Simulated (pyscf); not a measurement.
**Substitution at C: H₃C–GeH₃ + H• -> CH₄ + GeH₃•**

Gas phase, doublet surface, charge 0. Bonds broken: C1–Ge2. Bonds formed: C1–H9. Optimised with ωB97X-D3(BJ)/def2-SVP in PySCF. MP2 and CC: frozen core, UHF for open shells. ΔMP2 is the change of the MP2 total energy from the triple- to the quadruple-zeta basis.

Transition state (Å):

```xyz
9

C     -0.8838    -0.3090    -1.1356
Ge    -0.4632     0.7013     0.7890
H      0.0996    -0.0950    -1.5627
H     -1.7301     0.3352    -1.3887
H     -1.0704    -1.2860    -0.6818
H     -1.6921     0.6032     1.7158
H      0.7417     0.0338     1.4828
H     -0.1387     2.1890     0.5437
H     -1.1690    -0.9941    -2.4408
```

One imaginary mode, 1452i cm⁻¹; descent along it reached the two sides named.

```tsv
bond	change	reactant side (Å)	saddle	product side
C1–Ge2	breaks	1.952	2.214	4.0
C1–H9	forms	3.8	1.501	1.099
```

Electronic energies relative to the separated reactants (eV):

| level | barrier | reaction energy | reverse barrier |
|---|---|---|---|
| ωB97X-D3(BJ)/def2-TZVP | 1.04 | -1.11 | 2.15 |
| PBE/def2-TZVP | 0.62 | -1.25 | 1.87 |
| r²SCAN/def2-TZVP | 0.64 | -1.31 | 1.95 |
| B3LYP-D3(BJ)/def2-TZVP | 0.70 | -1.36 | 2.06 |
| PBE0-D3(BJ)/def2-TZVP | 0.79 | -1.19 | 1.99 |
| M06-2X/def2-TZVP | 0.92 | -1.33 | 2.25 |
| ωB97M-D3(BJ)/def2-TZVP | 0.95 | -1.29 | 2.24 |
| HF/def2-TZVP | 1.60 | -1.23 | 2.83 |
| MP2/def2-QZVPP | 1.19 | -1.04 | 2.23 |
| CCSD/def2-TZVPP | 1.05 | -1.26 | 2.32 |
| CCSD(T)/def2-TZVPP | 0.99 | -1.21 | 2.21 |
| CCSD(T)/def2-TZVPP + ΔMP2(QZVPP) | 0.97 | -1.20 | 2.18 |

With CCSD(T)/def2-TZVPP + ΔMP2(QZVPP) energies and thermal terms (ideal gas, 1 atm, RRHO with modes under 100 cm⁻¹ raised to 100, one conformer, R ln 2 for rigid chiral ones), in eV:

| T (K) | ΔH‡ | ΔG‡ | ΔH | ΔG |
|---|---|---|---|---|
| 298 | 0.98 | 1.27 | -1.06 | -1.16 |
| 600 | 0.96 | 1.57 | -1.12 | -1.24 |
| 900 | 0.95 | 1.87 | -1.18 | -1.29 |
| 1200 | 0.93 | 2.18 | -1.24 | -1.32 |

The same reactants have a lower exit, to H₃C–GeH₂• + H₂ (barrier +0.13 eV at ωB97M-D3(BJ), against +0.95 eV here). This is the saddle that the search found; another between the same sides may lie lower. The angle at the attacked C is 180°. The CCSD(T) − MP2 part came from Ansatz, without density fitting, on the same reference. The frozen core leaves the outer d or s,p core shells of the metals and heavy elements correlated in the MP2 and CC values, and def2-TZVPP describes them poorly, which can shift differences by a few kcal/mol. Elements up to Kr have no core potential and no relativistic terms here.
